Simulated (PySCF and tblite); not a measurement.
The numbers below are computed, except where a source is named.
System: C₂H₆S₂, numbered as in [CH3:1][S:2][S:3][CH3:4].

Motion: rotation about the S2–S3 bond (torsion C1–S2–S3–C4 from -87° to 87°, rising). GFN2-xTB gives an electronic barrier of 9.2 kcal/mol.

PBE0/pcSseg-1 + D3(BJ), IEF-PCM acetonitrile on PBE0-D3(BJ)/def2-SVP geometries gives 9.2 kcal/mol and k(298 K) = 2.6×10⁵ s⁻¹.

(1) What does PBE0/pcSseg-1 + D3(BJ), IEF-PCM benzene give on PBE0-D3(BJ)/def2-SVP geometries?

Programs: tblite and PySCF.

Results:

(1) A barrier of 10.3 kcal/mol, 1.0 above the first DFT barrier (from unrounded values) and, with GFN2-xTB thermal terms, ΔG‡(298 K) = 11.1 kcal/mol and k = 4.4×10⁴ s⁻¹ (1 equivalent path).
